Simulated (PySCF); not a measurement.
## `C1C(F)CN1`, C₃H₆FN

Molfile (atoms numbered from 1):
```
C3H6FN
     RDKit          3D

 11 11  0  0  0  0  0  0  0  0999 V2000
    0.0623    1.4662    1.6798 F   0  0  0  0  0  0  0  0  0  0  0  0
    0.0578    1.1263    0.3547 C   0  0  0  0  0  0  0  0  0  0  0  0
    1.0400    0.0003    0.0108 C   0  0  0  0  0  0  0  0  0  0  0  0
   -0.0769   -0.9441   -0.0329 N   0  0  0  0  0  0  0  0  0  0  0  0
   -1.0574    0.1422   -0.0183 C   0  0  0  0  0  0  0  0  0  0  0  0
    0.1288    2.0535   -0.2354 H   0  0  0  0  0  0  0  0  0  0  0  0
    1.7940   -0.2011    0.7908 H   0  0  0  0  0  0  0  0  0  0  0  0
    1.5622    0.1719   -0.9496 H   0  0  0  0  0  0  0  0  0  0  0  0
   -0.1092   -1.5807   -0.8229 H   0  0  0  0  0  0  0  0  0  0  0  0
   -1.5255    0.3807   -0.9922 H   0  0  0  0  0  0  0  0  0  0  0  0
   -1.8524    0.0460    0.7407 H   0  0  0  0  0  0  0  0  0  0  0  0
  1  2  1  0
  2  3  1  0
  3  4  1  0
  4  5  1  0
  5  2  1  0
  2  6  1  0
  3  7  1  0
  3  8  1  0
  4  9  1  0
  5 10  1  0
  5 11  1  0
M  END
```

Method: GIAO B3LYP/MINI magnetisability, rotational g tensor and spin-rotation constants, non-relativistic, gas phase in PySCF. Geometry: PBE0-D3(BJ)/def2-SVP.

Give the nuclear spin-rotation constants along the inertial axes (H = +C I·J) beside the isotropic shieldings.

Rotational constants 9.7363, 4.7380, 3.8602 GHz. A star marks the isotopologue with that one atom substituted, in its own axes.
| atom | isotope | Caa (kHz) | Cbb (kHz) | Ccc (kHz) | mean (kHz) | σ (ppm) |
| --- | --- | --- | --- | --- | --- | --- |
| F1 | 19F | 5.523 | -1.287 | 1.769 | 2.001 | 425.5 |
| N4 | 14N | 0.164 | 0.008 | 0.148 | 0.107 | 279.0 |
| H6 | 1H | -1.022 | -0.547 | 0.084 | -0.495 | 26.1 |
| H7 | 1H | -1.075 | -0.201 | -0.215 | -0.497 | 27.0 |
| H8 | 1H | -1.002 | -0.406 | -0.084 | -0.497 | 27.1 |
| H9 | 1H | 0.055 | -0.724 | -0.506 | -0.392 | 30.0 |
| H10 | 1H | -1.002 | -0.406 | -0.084 | -0.497 | 27.1 |
| H11 | 1H | -1.074 | -0.201 | -0.215 | -0.497 | 27.0 |
| C2 | 13C* | 1.574 | 0.750 | 0.550 | 0.958 | 153.4 |
| C3 | 13C* | 1.168 | 0.715 | 0.569 | 0.817 | 163.8 |

For the geometry as given, no vibrational averaging.
